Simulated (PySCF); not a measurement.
# C₃H₆FNO: runs on many settings

Aim: see how C₃H₆FNO (`C[C@@H](F)C(N)=O`) answers to the choice of functional, basis, grid and SCF options.

Computed with PySCF 2.14.0, with density-fitted response routines of our own, on a single molecule, in the gas phase or a continuum. Atoms count from 0, in the outputs and in this text.

**1. The molecule as given**

12 atoms, charge 0, multiplicity 1; geometry from: GFN2-xTB.

Bonds of the start (Å): C0–C1 1.52, C1–F2 1.39, C1–C3 1.53, C3–N4 1.34, C3–O5 1.21, C0–H6 1.09, C0–H7 1.09, C0–H8 1.09, C1–H9 1.10, N4–H10 1.01, N4–H11 1.01.

**2. Shielding tensors: PBE0/pcSseg-1**

What the job is given:

```
{"job": {"kind": "nmr", "xc": "PBE0", "basis": "pcSseg-1"}, "charge": 0, "multiplicity": 1}
C     -1.551013     0.125887    -0.027620
C     -0.346397     0.262715     0.891456
F     -0.278783    -0.829738     1.740811
C      0.942651     0.382426     0.070376
N      1.788192    -0.656150     0.190067
O      1.143826     1.340429    -0.639947
H     -2.468890     0.106129     0.554643
H     -1.476299    -0.794425    -0.602950
H     -1.568013     0.971918    -0.708054
H     -0.439826     1.146967     1.533336
H      2.659071    -0.636757    -0.313438
H      1.596679    -1.420087     0.814732
```

With the program's defaults for keys left out, this is: GIAO PBE0/pcSseg-1 NMR shielding, non-relativistic, gas phase.

Run with:

```bash
> OMP_NUM_THREADS=1 python probes_run.py task.json out
```

One launch serves the whole session: the jobs run in the order shown.

Standard output:

```text
coarse grid: 10216 points
cycle   1  E = -347.1501186120  dE =  8.714e-01  |g| = 9.260e-01  |ddm| = 2.939e+00
cycle   2  E = -346.6608638083  dE =  4.893e-01  |g| = 1.842e+00  |ddm| = 2.204e+00
cycle   3  E = -347.2995797589  dE = -6.387e-01  |g| = 2.473e-01  |ddm| = 1.684e+00
cycle   4  E = -347.3103850542  dE = -1.081e-02  |g| = 8.553e-02  |ddm| = 2.167e-01
cycle   5  E = -347.3115357432  dE = -1.151e-03  |g| = 2.297e-02  |ddm| = 6.200e-02
cycle   6  E = -347.3116517651  dE = -1.160e-04  |g| = 4.832e-03  |ddm| = 1.981e-02
cycle   7  E = -347.3116563653  dE = -4.600e-06  |g| = 1.143e-03  |ddm| = 3.816e-03
final grid: 99664 points
cycle   8  E = -347.3621076892  dE = -1.761e-05  |g| = 1.294e-02  |ddm| = 2.149e-02
cycle   9  E = -347.3620289196  dE =  7.877e-05  |g| = 2.431e-02  |ddm| = 2.419e-02
cycle  10  E = -347.3621390843  dE = -1.102e-04  |g| = 2.308e-03  |ddm| = 1.713e-02
cycle  11  E = -347.3621401607  dE = -1.076e-06  |g| = 2.945e-04  |ddm| = 1.723e-03
cycle  12  E = -347.3621401698  dE = -9.156e-09  |g| = 1.502e-04  |ddm| = 2.879e-04
cycle  13  E = -347.3621401731  dE = -3.306e-09  |g| = 2.523e-05  |ddm| = 1.002e-04
cycle  14  E = -347.3621401733  dE = -1.187e-10  |g| = 9.233e-06  |ddm| = 2.863e-05
converged SCF energy = -347.3621401733

GIAO shielding tensors (ppm)
atom      isotropic    diamagn.    paramagn.     s11        s22        s33       span
  0 C      165.189     248.523     -83.334    146.662    163.411    185.494     38.831
  1 C       93.397     244.881    -151.484     59.771     78.783    141.637     81.866
  2 F      389.060     474.452     -85.392    353.907    399.589    413.684     59.776
  3 C       13.331     248.234    -234.903    -74.925     21.008     93.911    168.837
  4 N      157.332     323.060    -165.728     57.378    179.682    234.936    177.558
  5 O      -58.925     401.458    -460.383   -333.241   -189.703    346.170    679.411
  6 H       30.065      28.580       1.485     26.568     27.549     36.078      9.510
  7 H       30.321      30.181       0.140     26.724     29.099     35.140      8.415
  8 H       29.960      29.589       0.371     25.489     28.646     35.744     10.255
  9 H       26.680      29.068      -2.388     23.419     26.997     29.623      6.204
 10 H       27.070      30.391      -3.321     22.489     23.503     35.218     12.728
 11 H       25.698      32.559      -6.861     19.621     27.266     30.208     10.586
```

Run time: 43 s. Hardware: 1 thread, shared host.

The references, computed at this level on geometries of the same kind, shield at (ppm): ¹H TMS 31.72, ¹³C TMS 186.9, ¹⁹F CFCl3 170.9, ¹⁵N NH3 267.7, ¹⁷O H2O 336.1. Their shielding less the atom's gives the shift. The references are single molecules in the gas phase, so shifts against H2O, NH3, PH3, H3PO4 or CFCl3 are not on the usual liquid scales and can be off by tens of ppm. Atoms listed in one row are averaged.

| atoms | environment | σ (ppm) | δ (ppm) | δ scaled to CDCl3 |
| --- | --- | --- | --- | --- |
| C3 | amide carbonyl carbon | 13.3 | 173.6 | 167.5 |
| C1 | sp3 CH bonded to F, α to a carbonyl | 93.4 | 93.5 | 89.4 |
| C0 | methyl carbon | 165.2 | 21.7 | 19.3 |
| H11 | hydrogen on an amide-type nitrogen | 25.70 | 6.02 | – |
| H9 | hydrogen on an sp3 CH bonded to F, α to a carbonyl | 26.68 | 5.04 | 4.85 |
| H10 | hydrogen on an amide-type nitrogen | 27.07 | 4.65 | – |
| H6, H7, H8 | hydrogen on a methyl carbon | 30.12 | 1.60 | 1.62 |
| F2 | fluorine on an sp3 carbon | 389.1 | -218.1 | – |
| N4 | amide-type nitrogen | 157.3 | 110.4 | – |
| O5 | amide-type carbonyl oxygen | -58.9 | 395.0 | – |

The scaled column applies a straight-line fit of computed shieldings to shifts measured in CDCl3, and one for carbons that bear F (root-mean-square error 0.16 ppm for H, 1.9 ppm for C).

The run also stored atomic charges by several schemes (e):

| atoms | Mulliken | IAO | Hirshfeld | ESP fit |
| --- | --- | --- | --- | --- |
| C0 | -0.26 | -0.43 | -0.12 | -0.35 |
| C1 | 0.13 | 0.13 | 0.06 | 0.27 |
| F2 | -0.34 | -0.33 | -0.11 | -0.28 |
| C3 | 0.34 | 0.43 | 0.17 | 0.59 |
| N4 | -0.38 | -0.50 | -0.17 | -0.86 |
| O5 | -0.43 | -0.51 | -0.30 | -0.55 |

Mayer bond orders: C0–C1 1.03, C1–F2 0.86, C1–C3 0.92, C3–N4 1.22, C3–O5 1.93.

The fields below are evaluated on a grid from the run's orbitals.

Frontier orbitals at PBE0/pcSseg-1, with the share of their density that lies nearest to each atom:

| orbital | energy (eV) | lies on |
| --- | --- | --- |
| HOMO | -7.52 | O5 69 %; C1 9 % |
| LUMO | 0.61 | C3 39 %; O5 22 %; N4 10 % |

ELF in a plane through or near 6 of the atoms.

Values, 10 rows by 14 columns:
```
0.00 0.00 0.00 0.00 0.00 0.00 0.00 0.00 0.00 0.00 0.00 0.00 0.00 0.00
0.00 0.00 0.00 0.00 0.00 0.01 0.02 0.00 0.00 0.00 0.00 0.00 0.00 0.00
0.00 0.00 0.00 0.00 0.22 0.53 0.51 0.17 0.00 0.15 0.01 0.00 0.00 0.00
0.00 0.00 0.00 0.04 0.04 0.47 0.63 0.11 0.52 1.00 0.90 0.02 0.00 0.00
0.00 0.00 0.67 0.98 0.64 0.57 0.50 0.10 0.53 0.91 0.43 0.07 0.00 0.00
0.00 0.00 0.30 0.84 0.24 0.70 0.25 0.38 0.73 0.47 0.99 0.93 0.01 0.00
0.00 0.00 0.00 0.09 0.98 0.90 0.07 0.32 0.05 0.51 0.98 0.86 0.00 0.00
0.00 0.00 0.00 0.02 0.85 0.11 0.35 0.74 0.38 0.00 0.04 0.00 0.00 0.00
0.00 0.00 0.00 0.00 0.00 0.00 0.01 0.04 0.01 0.00 0.00 0.00 0.00 0.00
0.00 0.00 0.00 0.00 0.00 0.00 0.00 0.00 0.00 0.00 0.00 0.00 0.00 0.00
```
The map spans 10.7 Å across and 8.7 Å up, centred on the molecule. Atoms in the plane (x, y in Å): C0 (1.5, 0.1), N4 (-1.9, -0.1), H6 (2.4, -0.4), H8 (1.7, 1.2), H10 (-2.7, 0.3), H11 (-1.8, -1.1).

On the surface of density 0.002 e/bohr³ the electrostatic potential runs, from the 1st to the 99th percentile, from -1.88 V near O5 to 1.94 V near H10.

**3. Excited states and response: PBE0/def2-SVPD**

The job, as its differences from that of step 2:

```diff
@@ -1,2 +1,2 @@
-{"job": {"kind": "nmr", "xc": "PBE0", "basis": "pcSseg-1"}, "charge": 0, "multiplicity": 1}
+{"job": {"kind": "uv", "xc": "PBE0", "basis": "def2-SVPD", "nstates": 6, "ntriplets": 2}, "charge": 0, "multiplicity": 1}
 C     -1.551013     0.125887    -0.027620
```

With the program's defaults for keys left out, this is: TDDFT PBE0/def2-SVPD, vertical, gas phase, core orbitals frozen in the response.

Standard output:

```text
coarse grid: 10216 points
cycle   1  E = -346.9593435768  dE =  8.174e-01  |g| = 8.793e-01  |ddm| = 4.302e+00
cycle   2  E = -346.4559968275  dE =  5.033e-01  |g| = 1.817e+00  |ddm| = 2.518e+00
cycle   3  E = -347.1034338729  dE = -6.474e-01  |g| = 2.272e-01  |ddm| = 1.859e+00
cycle   4  E = -347.1126865155  dE = -9.253e-03  |g| = 8.616e-02  |ddm| = 2.976e-01
cycle   5  E = -347.1139765047  dE = -1.290e-03  |g| = 2.114e-02  |ddm| = 9.703e-02
cycle   6  E = -347.1140777656  dE = -1.013e-04  |g| = 4.474e-03  |ddm| = 2.702e-02
cycle   7  E = -347.1140819259  dE = -4.160e-06  |g| = 1.010e-03  |ddm| = 5.961e-03
final grid: 99664 points
cycle   8  E = -347.1642166260  dE = -1.666e-05  |g| = 1.234e-02  |ddm| = 7.750e-02
cycle   9  E = -347.1641421767  dE =  7.445e-05  |g| = 2.314e-02  |ddm| = 3.197e-02
cycle  10  E = -347.1642462748  dE = -1.041e-04  |g| = 2.304e-03  |ddm| = 2.098e-02
cycle  11  E = -347.1642473736  dE = -1.099e-06  |g| = 2.966e-04  |ddm| = 2.370e-03
cycle  12  E = -347.1642473848  dE = -1.116e-08  |g| = 1.388e-04  |ddm| = 4.091e-04
cycle  13  E = -347.1642473881  dE = -3.326e-09  |g| = 2.390e-05  |ddm| = 1.577e-04
cycle  14  E = -347.1642473882  dE = -1.114e-10  |g| = 9.154e-06  |ddm| = 4.386e-05
converged SCF energy = -347.1642473882

Static polarisability (au): isotropic 49.673, principal 41.010 52.086 55.923

Singlet excitations
state   eV       nm        f      main configurations
  1   5.7641    215.1   0.00079   H->L 0.91
  2   7.1027    174.6   0.00934   H->L+1 0.83, H-1->L 0.10
  3   7.4862    165.6   0.01429   H-1->L+1 0.80, H-1->L 0.14
  4   7.6777    161.5   0.14260   H-1->L 0.53, H->L+2 0.19, H-1->L+1 0.13
  5   8.0941    153.2   0.07385   H->L+2 0.63, H-1->L 0.15, H->L+3 0.14
  6   8.1760    151.6   0.01690   H->L+3 0.82, H->L+2 0.12

Triplet excitations (Tamm-Dancoff, eV): 5.2740 5.5874
```

Run time: 58 s. Hardware: 1 thread, shared host.

The orbitals next to the gap, with their largest atomic shares:

| orbital | eV | atoms |
| --- | --- | --- |
| HOMO−3 | -10.72 | C0 20 %, F2 19 %, O5 16 % |
| HOMO−2 | -9.99 | F2 30 %, C1 23 %, C0 17 % |
| HOMO−1 | -8.18 | N4 44 %, O5 36 %, C3 11 % |
| HOMO | -7.65 | O5 65 %, C3 11 %, C1 9 % |
| LUMO | 0.28 | C3 31 %, O5 22 %, N4 14 % |
| LUMO+1 | 0.66 | C3 16 %, H11 14 %, N4 14 % |
| LUMO+2 | 1.40 | C0 22 %, H10 13 %, H6 12 % |

With each of the 6 states as a Gaussian band of 0.4 eV half-width at 1/e, the curve within the window shown has maxima at 159 nm (ε 7,600) L/(mol cm). Beyond the last state computed it falls off for lack of states. The curve at chosen wavelengths:

```csv
nm,ε (L/mol/cm)
146,1700
150,3986
153,5710
157,7324
161,7483
165,5847
168,4065
172,2082
176,962
179,534
183,239
187,99
191,37
194,18
198,11
202,15
206,22
209,27
213,32
217,31
220,29
224,23
228,16
232,10
235,7
239,4
```

Leading natural transition orbitals of singlet state 4: the hole lies on N4 44 %; O5 38 %; H10, H11 about 6 % each; the particle on C3 34 %; O5 19 %; H10 11 %.

Leading natural transition orbitals of singlet state 1: the hole lies on O5 73 %; C1 8 %; the particle on C3 45 %; O5 24 %; N4 10 %.

Ground-state properties from the same run:

| property | computed |
| --- | --- |
| dipole moment (D) | 2.22 |
| polarisability (Å³) | 7.36 |
| HOMO–LUMO gap (eV) | 7.93 |
| −ε(HOMO) (eV) | 7.65 |

**4. NMR shieldings: revPBE/ANO-RCC-VDZP in tetrahydrofuran**

The job, as its differences from that of step 3:

```diff
@@ -1,2 +1,2 @@
-{"job": {"kind": "uv", "xc": "PBE0", "basis": "def2-SVPD", "nstates": 6, "ntriplets": 2}, "charge": 0, "multiplicity": 1}
+{"job": {"kind": "nmr", "xc": "revPBE", "basis": "ANO-RCC-VDZP", "solvent": "tetrahydrofuran", "pop": true, "grid": 3, "scf": {"aux": "def2-universal-jkfit"}}, "charge": 0, "multiplicity": 1}
 C     -1.551013     0.125887    -0.027620
```

Level: GIAO revPBE/ANO-RCC-VDZP NMR shielding, non-relativistic, IEF-PCM tetrahydrofuran.

Standard output:

```text
final grid: 143448 points
cycle   1  E = -347.5997286330  dE =  7.735e-01  |g| = 9.579e-01  |ddm| = 4.741e+00
cycle   2  E = -346.5080586948  dE =  1.092e+00  |g| = 2.403e+00  |ddm| = 3.224e+00
cycle   3  E = -347.7454753564  dE = -1.237e+00  |g| = 4.347e-01  |ddm| = 2.826e+00
cycle   4  E = -347.7840876398  dE = -3.861e-02  |g| = 1.352e-01  |ddm| = 5.236e-01
cycle   5  E = -347.7868552467  dE = -2.768e-03  |g| = 6.247e-02  |ddm| = 1.504e-01
cycle   6  E = -347.7877826992  dE = -9.275e-04  |g| = 9.602e-03  |ddm| = 6.833e-02
cycle   7  E = -347.7878013082  dE = -1.861e-05  |g| = 3.156e-03  |ddm| = 9.411e-03
cycle   8  E = -347.7878035231  dE = -2.215e-06  |g| = 9.988e-04  |ddm| = 3.486e-03
cycle   9  E = -347.7878037018  dE = -1.787e-07  |g| = 3.240e-04  |ddm| = 9.155e-04
cycle  10  E = -347.7878037201  dE = -1.829e-08  |g| = 1.164e-04  |ddm| = 3.412e-04
cycle  11  E = -347.7878037229  dE = -2.799e-09  |g| = 2.262e-05  |ddm| = 1.201e-04
cycle  12  E = -347.7878037230  dE = -1.198e-10  |g| = 1.286e-06  |ddm| = 2.260e-05
converged SCF energy = -347.7878037230

GIAO shielding tensors (ppm)
atom      isotropic    diamagn.    paramagn.     s11        s22        s33       span
  0 C      165.787     241.134     -75.347    148.278    162.854    186.230     37.952
  1 C       90.921     242.204    -151.284     55.562     75.478    141.722     86.160
  2 F      374.751     472.338     -97.587    343.226    380.992    400.036     56.810
  3 C       20.194     249.960    -229.766    -52.305     15.696     97.190    149.495
  4 N      150.426     305.964    -155.538     52.302    179.567    219.408    167.106
  5 O       10.856     402.208    -391.352   -222.694    -93.285    348.548    571.242
  6 H       30.217      28.928       1.290     26.850     28.125     35.678      8.828
  7 H       30.576      31.233      -0.657     27.358     29.400     34.969      7.611
  8 H       30.142      30.638      -0.496     25.885     29.231     35.311      9.426
  9 H       26.567      29.880      -3.312     23.414     27.127     29.161      5.746
 10 H       26.426      30.743      -4.317     21.488     23.728     34.063     12.575
 11 H       25.175      31.888      -6.713     19.911     26.100     29.515      9.604
```

It took 72 s on 1 thread, shared host.

In short: σ C3 20.2, C1 90.9, C0 165.8, F2 374.8, H11 25.18, H10 26.43 ppm.

**5. Nuclear shieldings: wB97X/pcSseg-1**

The job, as its differences from that of step 4:

```diff
@@ -1,2 +1,2 @@
-{"job": {"kind": "nmr", "xc": "revPBE", "basis": "ANO-RCC-VDZP", "solvent": "tetrahydrofuran", "pop": true, "grid": 3, "scf": {"aux": "def2-universal-jkfit"}}, "charge": 0, "multiplicity": 1}
+{"job": {"kind": "nmr", "xc": "wB97X", "basis": "pcSseg-1", "pop": false, "scf": {"conv": 1e-11}}, "charge": 0, "multiplicity": 1}
 C     -1.551013     0.125887    -0.027620
```

Level: GIAO wB97X/pcSseg-1 NMR shielding, non-relativistic, gas phase.

Standard output:

```text
final grid: 99664 points
cycle   1  E = -347.4640004190  dE =  1.062e+00  |g| = 9.985e-01  |ddm| = 2.899e+00
cycle   2  E = -347.3298318144  dE =  1.342e-01  |g| = 1.390e+00  |ddm| = 1.632e+00
cycle   3  E = -347.6558582726  dE = -3.260e-01  |g| = 1.020e-01  |ddm| = 9.736e-01
cycle   4  E = -347.6573297768  dE = -1.472e-03  |g| = 6.209e-02  |ddm| = 9.343e-02
cycle   5  E = -347.6579886518  dE = -6.589e-04  |g| = 9.261e-03  |ddm| = 4.089e-02
cycle   6  E = -347.6580131933  dE = -2.454e-05  |g| = 3.887e-03  |ddm| = 1.261e-02
cycle   7  E = -347.6580175392  dE = -4.346e-06  |g| = 1.356e-03  |ddm| = 5.286e-03
cycle   8  E = -347.6580182805  dE = -7.413e-07  |g| = 4.080e-04  |ddm| = 2.749e-03
cycle   9  E = -347.6580183513  dE = -7.081e-08  |g| = 1.485e-04  |ddm| = 8.099e-04
cycle  10  E = -347.6580183600  dE = -8.681e-09  |g| = 2.892e-05  |ddm| = 3.246e-04
cycle  11  E = -347.6580183602  dE = -2.874e-10  |g| = 1.366e-05  |ddm| = 7.310e-05
cycle  12  E = -347.6580183603  dE = -3.843e-11  |g| = 2.791e-06  |ddm| = 1.746e-05
cycle  13  E = -347.6580183603  dE = -4.206e-12  |g| = 5.004e-07  |ddm| = 7.612e-06
converged SCF energy = -347.6580183603

GIAO shielding tensors (ppm)
atom      isotropic    diamagn.    paramagn.     s11        s22        s33       span
  0 C      167.675     248.246     -80.570    148.960    166.421    187.646     38.686
  1 C       96.533     245.214    -148.681     62.780     81.045    145.774     82.993
  2 F      396.543     474.850     -78.307    363.016    405.568    421.046     58.030
  3 C       13.005     248.453    -235.448    -76.379     19.085     96.308    172.687
  4 N      162.238     323.225    -160.986     63.129    181.603    241.983    178.854
  5 O      -50.040     402.343    -452.383   -322.052   -180.176    352.107    674.160
  6 H       30.122      28.678       1.443     26.535     27.589     36.241      9.706
  7 H       30.389      30.426      -0.037     26.710     29.166     35.291      8.581
  8 H       30.081      29.812       0.269     25.573     28.693     35.977     10.404
  9 H       26.847      29.298      -2.452     23.573     27.104     29.864      6.291
 10 H       27.181      30.354      -3.173     22.681     23.374     35.489     12.808
 11 H       25.905      32.707      -6.802     19.832     27.501     30.384     10.553
```

It took 37 s on 1 thread, shared host.

This run: δ C3 176.6, C1 93.1, C0 21.9, F2 -205.9, H11 5.90, H9 4.96 ppm.

**6. Ultraviolet spectrum: PBE0/def2-SVPD**

The job, as its differences from that of step 5:

```diff
@@ -1,2 +1,2 @@
-{"job": {"kind": "nmr", "xc": "wB97X", "basis": "pcSseg-1", "pop": false, "scf": {"conv": 1e-11}}, "charge": 0, "multiplicity": 1}
+{"job": {"kind": "uv", "xc": "PBE0", "basis": "def2-SVPD", "nstates": 6, "ntriplets": 0, "tda": false}, "charge": 0, "multiplicity": 1}
 C     -1.551013     0.125887    -0.027620
```

With the program's defaults for keys left out, this is: TDDFT PBE0/def2-SVPD, vertical, gas phase, core orbitals frozen in the response.

Standard output:

```text
coarse grid: 10216 points
cycle   1  E = -346.9593435768  dE =  8.174e-01  |g| = 8.793e-01  |ddm| = 4.302e+00
cycle   2  E = -346.4559968275  dE =  5.033e-01  |g| = 1.817e+00  |ddm| = 2.518e+00
cycle   3  E = -347.1034338729  dE = -6.474e-01  |g| = 2.272e-01  |ddm| = 1.859e+00
cycle   4  E = -347.1126865155  dE = -9.253e-03  |g| = 8.616e-02  |ddm| = 2.976e-01
cycle   5  E = -347.1139765047  dE = -1.290e-03  |g| = 2.114e-02  |ddm| = 9.703e-02
cycle   6  E = -347.1140777656  dE = -1.013e-04  |g| = 4.474e-03  |ddm| = 2.702e-02
cycle   7  E = -347.1140819259  dE = -4.160e-06  |g| = 1.010e-03  |ddm| = 5.961e-03
final grid: 99664 points
cycle   8  E = -347.1642166260  dE = -1.666e-05  |g| = 1.234e-02  |ddm| = 7.750e-02
cycle   9  E = -347.1641421767  dE =  7.445e-05  |g| = 2.314e-02  |ddm| = 3.197e-02
cycle  10  E = -347.1642462748  dE = -1.041e-04  |g| = 2.304e-03  |ddm| = 2.098e-02
cycle  11  E = -347.1642473736  dE = -1.099e-06  |g| = 2.966e-04  |ddm| = 2.370e-03
cycle  12  E = -347.1642473848  dE = -1.116e-08  |g| = 1.388e-04  |ddm| = 4.091e-04
cycle  13  E = -347.1642473881  dE = -3.326e-09  |g| = 2.390e-05  |ddm| = 1.577e-04
cycle  14  E = -347.1642473882  dE = -1.114e-10  |g| = 9.154e-06  |ddm| = 4.386e-05
converged SCF energy = -347.1642473882

Static polarisability (au): isotropic 49.673, principal 41.010 52.086 55.923

Singlet excitations
state   eV       nm        f      main configurations
  1   5.7641    215.1   0.00079   H->L 0.91
  2   7.1027    174.6   0.00934   H->L+1 0.83, H-1->L 0.10
  3   7.4862    165.6   0.01429   H-1->L+1 0.80, H-1->L 0.14
  4   7.6777    161.5   0.14260   H-1->L 0.53, H->L+2 0.19, H-1->L+1 0.13
  5   8.0941    153.2   0.07385   H->L+2 0.63, H-1->L 0.15, H->L+3 0.14
  6   8.1760    151.6   0.01690   H->L+3 0.82, H->L+2 0.12
```

Wall time 40 s (1 thread, shared host).

This run: HOMO -7.65 eV, LUMO 0.28 eV; lowest singlet 5.76 eV.

**7. Side by side: NMR shifts**

Isotropic shieldings (ppm) of some atoms, chosen among heavy atoms and hydrogens apart, with basis size and wall time:

| run | C3 | C1 | H11 | H10 | F2 | N4 | O5 | functions | time |
| --- | --- | --- | --- | --- | --- | --- | --- | --- | --- |
| PBE0/pcSseg-1 | 13.3 | 93.4 | 25.70 | 27.07 | 389.1 | 157.3 | -58.9 | 132 | 43 s |
| revPBE/ANO-RCC-VDZP in tetrahydrofuran | 20.2 | 90.9 | 25.18 | 26.43 | 374.8 | 150.4 | 10.9 | 114 | 72 s |
| wB97X/pcSseg-1 | 13.0 | 96.5 | 25.91 | 27.18 | 396.5 | 162.2 | -50.0 | 132 | 37 s |

**8. Outcome**

```
                                                              quantity                        value
                                ¹³C shifts against TMS (PBE0/pcSseg-1)        173.6, 93.5, 21.7 ppm
¹H shifts against TMS (PBE0/pcSseg-1, means over atoms taken as alike)   6.02, 5.04, 4.65, 1.60 ppm
                              ¹⁹F shifts against CFCl3 (PBE0/pcSseg-1)                   -218.1 ppm
                                ¹⁵N shifts against NH3 (PBE0/pcSseg-1)                    110.4 ppm
                                ¹⁷O shifts against H2O (PBE0/pcSseg-1)                    395.0 ppm
                                 surface potential, 1st and 99th percentile           -1.88 V and 1.94 V
                                       lowest singlet (PBE0/def2-SVPD)  5.76 eV (215 nm), f = 0.001
                              brightest single state of those computed  state 4, 7.68 eV, f = 0.143
                                                        lowest triplet                      5.27 eV
                                          range of the shielding of O5            -58.9 to 10.9 ppm
```

What this shows: Single values in the summary come from the first run of each kind that ended normally (PBE0/pcSseg-1; PBE0/def2-SVPD), which need not be the best level. C3 (amide carbonyl carbon) lies farthest downfield among carbon, at 173.6 ppm; it is a carbonyl in resonance with an O or N lone pair, the region of acids, esters and amides. At PBE0/pcSseg-1: The largest span, 679 ppm, is at O5, where the paramagnetic term is -460 ppm. The first singlet state (HOMO→LUMO 0.91) lies at 5.76 eV and is dark; of the 6 states computed, the strongest absorption comes from state 4 at 7.68 eV. The lowest triplet lies 0.49 eV below the lowest singlet (triplets in Tamm-Dancoff, singlets in full TDDFT). States above −ε(HOMO) lie where TDDFT describes them poorly and they hang on the basis; the brightest is among them. Across the 3 runs the shielding of O5 moves most, between -58.9 (PBE0/pcSseg-1) and 10.9 ppm (revPBE/ANO-RCC-VDZP in tetrahydrofuran).
